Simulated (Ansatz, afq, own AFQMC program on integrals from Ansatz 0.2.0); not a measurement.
Integrals from Ansatz 0.2.0, then the random walk in our own AFQMC program (afq).

```yaml
crystal:
  periodic: [false, false, false]
  atoms:
    - {symbol: Si, position_ang: [0.000000, 0.000000, 0.000000]}
    - {symbol: Al, position_ang: [0.000000, 0.000000, 2.397686]}
basis:
  gaussian: {orbitals: 6-31G}
total_charge: 1
magnetization: {spin_polarized: false, initial_magnetization: 2}
correlation: {method: ccsd_t, electrons: outside_noble_gas, hamiltonian_folder: ham}
```

```sh
$ ansatz run in.yaml --threads 1 --pin off --events-out ev --progress --plain --max-ram 24576MiB --backend cuda --devices 0, --max-vram 18GiB
```

afq runs on the folder ham with

```
--method phaseless --trial cisd --walkers 4000 --populations 20 --least-time 60 --time-step 0.005 --steps-per-block 50 --equilibration-blocks 28 --max-blocks 4000 --target-error 0.00015 --factor-cut 1e-05 --start spin_pure --seed 6209 --release-times 0.24,0.51,0.99,1.62,2.4 --release-step 0.03 --release-every 3 --taylor-order 6
```

Times are imaginary, in 1/Eh. The walk had a cap of 122 s. With eight or more populations the least sampling time is a fifth of least-time, and the error comes from their spread.

```
orbitals 16  electrons 4 2  factors 86 of 278
reference energy -530.45379116 Eh
CCSD correlation -0.08192026 Eh in 15 cycles, weight of the determinant in the CISD state 0.8477
energy of the start -530.535716 Eh
 block  time / (1/Eh)  mean weight  energy / Eh
     1     0.250  0.9999  -530.535515
     2     0.500  1.0001  -530.535587
     3     0.750  1.0000  -530.535790
     4     1.000  1.0000  -530.536122
     5     1.250  0.9999  -530.536361
     8     2.000  1.0000  -530.537269
    11     2.750  1.0000  -530.537871
    14     3.500  1.0000  -530.538237
    17     4.250  0.9999  -530.538292
    20     5.000  1.0001  -530.538481
    23     5.750  1.0000  -530.538590
    26     6.500  0.9999  -530.538596
    29     7.250  0.9999  -530.538897
    32     8.000  0.9999  -530.538954
    35     8.750  1.0000  -530.538958
    38     9.500  0.9999  -530.541403
    41    10.250  1.0000  -530.538777
    44    11.000  1.0000  -530.538717
    47    11.750  0.9999  -530.539056
    50    12.500  0.9999  -530.538799
    53    13.250  0.9999  -530.539097
    56    14.000  1.0000  -530.538792
    59    14.750  1.0001  -530.538706
    62    15.500  1.0001  -530.538316
    65    16.250  1.0001  -530.538709
    68    17.000  1.0000  -530.538368
    71    17.750  0.9995  -530.538639
    74    18.500  1.0000  -530.538767
    77    19.250  1.0001  -530.538783
    78    19.500  0.9998  -530.536324
error from the spread of 20 populations
released: time / (1/Eh)  energy / Eh  error  mean overlap
  0.24  -530.538881  0.000108  0.9992
  0.51  -530.538950  0.000084  1.0002
  0.99  -530.539107  0.000076  0.9991
  1.62  -530.539307  0.000051  0.9952
  2.40  -530.539360  0.000053  0.9974
energy -530.538787 +/- 0.000123 Eh
(rows thinned)
```

Task: Estimate how long the walk took on 1 × NVIDIA H100 80GB HBM3 with 2 threads of AMD EPYC 7R13 Processor (Zen 3), with other jobs on the host (the card was shared).

Result: 22 s of wall time.

The run passed its tests (sampling time, drift between the halves within three errors, error under three times the target), which doesn't prove that it has relaxed. The second half of the sampling lies above the first by 2.3 errors of their difference, so the energy may still be moving and its error bar be too small.

Against this walk (error 3.3 meV) on the same determinant: CCSD(T) 10.2 meV higher, CCSDT(Q) 23.6 meV lower, CCSDTQ 24.3 meV lower, full CI 24.5 meV lower. The error is statistical and leaves out the bias of the constraint. The released energies are still falling (meV from the phaseless value at times in 1/Eh: -3 ± 3 at 0.24, -4.4 ± 2.3 at 0.51, -8.7 ± 2.1 at 0.99, -14.1 ± 1.4 at 1.62, -15.6 ± 1.4 at 2.40), so they give no level; they do show a bias of the constraint, and the last of them that isn't too noisy lies 9 meV above full CI. Full CI is exact here, so the walk's 24 meV above it is the walk's own error: the bias of the constraint with this trial, or a walk that hasn't relaxed.

Cautions: constraint bias not in the error; a spin-contaminated unrestricted determinant lies lower (UHF 373 meV lower, ⟨S²⟩ 2.51); the search met a lower determinant of the same kind, perhaps of another symmetry (183 meV lower), and this one is a saddle point; strong correlation (T1 0.056, weight of the determinant 0.85, largest double 0.18).

CCSDT and higher add their correlation energy to the determinant of the CCSD(T) run, since their own runs factorise the integrals more tightly (a shift of under 2 meV). A walk keeps the symmetry of its determinant, which the program's search chose and which needn't be the lowest solution, so a lower state of the same spin and another symmetry isn't excluded.
